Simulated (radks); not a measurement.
# F²⁺ in [He] 2s2 2p3: an all-electron calculation

An exercise on one series of results from a longer session: the logs are not shown, and one member is left open.

Program: radks (a radial shooting solver on a logarithmic mesh, Libxc functionals) version 1. Level of theory: Dirac Kohn-Sham, PBEsol, spin-unpolarised, spherical densities, finite nucleus; open shells fill j = l - 1/2 first. These are calculated values, not measurements, unless marked.

## The system

* element: fluorine (Z = 9)
* charge: +2
* electrons: 7
* configuration: [He] 2s2 2p3
* nuclear rms radius: 2.8976 fm

Set-up of the first run:

Settings of this run:

```text
Z 9
configuration [He] 2s2 2p3
relativity Dirac
functional pbe_sol,pbe_sol
spin unpolarised
j_filling energy
nucleus finite rms 2.8976 fm
c 137.035999084
```

Launch:

```sh
> python run_ks.py task.json out
```

The same process makes all the runs of this session.

One of the session's tables, all rows but one given; the rest of the session is left out.

It belongs to the step «Shells». Sizes of the orbitals, from the radial functions (bohr):

```
level     <r>  outermost maximum (interpolated)  90 % within
1s1/2  0.1765                             0.115        0.316
2s1/2  0.9195                             0.737         1.45
2p1/2  0.8957                             0.652         1.50
2p3/2       ?                                 ?            ?
```

**Question.** Estimate the row for 2p3/2.

**Answer.** <r>: 0.8971; outermost maximum (interpolated): 0.653; 90 % within: 1.50. In the column «<r>» it lies between 2p1/2 (0.8957) and 2s1/2 (0.9195).

To keep in mind: Spin polarisation and multiplet splitting are left out.
